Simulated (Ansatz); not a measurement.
System: HgS (P3₂21, No. 154). Method: HSE06 (Ansatz, a program for electronic structure, plane waves, PAW).

Settings: plane-wave cutoff 460 eV, 6×6×4 k mesh (along the axes of the cell as run), Fermi–Dirac smearing 0.01 eV, scalar-relativistic PAW data made under PBE.

Cell (relaxed at this level):

HgS has the trigonal space group P3₂21 (No. 154), Pearson symbol hP6. Conventional cell: a = 4.4064 Å, b = 4.4064 Å, c = 9.7115 Å, α = 90.00°, β = 90.00°, γ = 120.00°. Hg on 3a sees 2 S at 2.352 Å (linear). S on 3b sees 2 Hg at 2.352 Å (bent). (Neighbours: up to the widest gap in distance over summed covalent radii, below 1.35, at either atom; cation-cation and far metal-metal contacts left out.)

**Question.** What does this level give for the band gap and smallest direct gap on the k points sampled?

**Answer.** 
band gap: 2.85 eV
smallest direct gap on the k points sampled: 2.90 eV

Note: the volume lies 16 % above that of the published cell.

Spin–orbit coupling is not included.

The computed numbers hold no vibrational or temperature effects.
